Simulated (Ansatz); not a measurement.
# C₄H₄O (singlet): from Hartree-Fock to the top rungs, cc-pVDZ

An exercise on one series of results from a longer session: the logs are not shown, and one member is left open.

The runs use Ansatz 0.2.0, Gaussian basis; cc-pVDZ, core rule «outside noble gas», up to 5 orbitals frozen.

To be run: UHF; CCSD(T) on RHF; CCSD(T) on UHF; BCCD(T) on RHF; CISD; CCSDT(Q) on RHF; CASSCF and MRCISD+Q, 8 electrons in 8 orbitals; CASSCF and MRCISD+Q(relaxed), 8 electrons in 8 orbitals; CASSCF and NEVPT2, 8 electrons in 8 orbitals.

25 further runs of the same task are left out: 3 that didn't finish, 22 set aside as unsound or not needed.

## What is computed

The geometry is an MP2(full)/6-31G* stationary point (not a proven minimum).

9 atoms, charge 0, spin multiplicity 1.

Atoms are counted from 1 here; the program's logs count them from 0.

Bond lengths: O1–C2 1.365 Å, O1–C3 1.365 Å, C2–C4 1.365 Å, C2–H6 1.079 Å, C3–C5 1.365 Å, C3–H7 1.079 Å, C4–C5 1.426 Å, C4–H8 1.081 Å, C5–H9 1.081 Å. Angles: C2–O1–C3 106.6°, O1–C2–C4 110.4°, O1–C2–H6 115.5°, C4–C2–H6 134.0°, O1–C3–C5 110.4°, O1–C3–H7 115.5°, C5–C3–H7 134.0°, C2–C4–C5 106.2°, C2–C4–H8 126.3°, C5–C4–H8 127.5°, C3–C5–C4 106.2°, C3–C5–H9 126.3°, C4–C5–H9 127.5°.

Set-up of the first run:

Input file in.yaml:

```yaml
crystal:
  periodic: [false, false, false]
  atoms:
    - {symbol: O, position_ang: [0.000000, 0.000000, 1.135310]}
    - {symbol: C, position_ang: [0.000000, 1.094700, 0.320010]}
    - {symbol: C, position_ang: [0.000000, -1.094700, 0.320010]}
    - {symbol: C, position_ang: [0.000000, 0.713200, -0.990190]}
    - {symbol: C, position_ang: [0.000000, -0.713200, -0.990190]}
    - {symbol: H, position_ang: [0.000000, 2.049359, 0.823084]}
    - {symbol: H, position_ang: [0.000000, -2.049359, 0.823084]}
    - {symbol: H, position_ang: [0.000000, 1.370828, -1.847767]}
    - {symbol: H, position_ang: [0.000000, -1.370828, -1.847767]}
basis:
  gaussian: {orbitals: cc-pVDZ}
magnetization: {spin_polarized: true, initial_magnetization: 0}
hamiltonian: {xc: hf}
output: {orbitals: {seedname: orbitals}}
```

On the command line:

```console
$ ansatz run in.yaml --threads 1 --pin off --events-out ev --progress --plain --max-ram 2880MiB --backend cpu
```

Steps of the session up to this table: UHF; CCSD(T) on RHF; CCSD(T) on UHF; BCCD(T) on RHF; CISD; CCSDT(Q) on RHF; CASSCF and MRCISD+Q, 8 electrons in 8 orbitals; CASSCF and MRCISD+Q(relaxed), 8 electrons in 8 orbitals; CASSCF and NEVPT2, 8 electrons in 8 orbitals.

One table of the session follows, with a row left open; its other results are not shown here.

It belongs to the step «Misses and costs». 

| method | from RCCSDT(Q) (meV) |
| --- | --- |
| RHF | +20919.2 |
| UHF | ? |
| RMP2 | +1620.7 |
| CISD | +4099.8 |
| RCCSD | +879.0 |
| RCCSD(T) | +80.5 |
| BCCD(T) | +74.8 |
| RCCSDT | +72.5 |
| RCCSDT(Q) | 0 |
| CASSCF frontier | +17649.5 |
| MRCISD frontier | +3047.2 |
| MRCISD+Q frontier | +699.9 |

Q: Estimate the row for UHF from the others.

**Answer.** from RCCSDT(Q) (meV): +20914.9. In the column «from RCCSDT(Q) (meV)» it lies between CASSCF frontier (+17649.5) and RHF (+20919.2).

Not comparable, so not listed: CCSD(T) on UHF; CASSCF and MRCISD+Q(relaxed), 8 electrons in 8 orbitals; CASSCF and NEVPT2, 8 electrons in 8 orbitals (they don't share determinant, frozen orbitals or solution with the rows shown, or repeat one).

Limits of these values: Warnings: restricted reference is unstable. Warnings in the runs' records: passed over end.
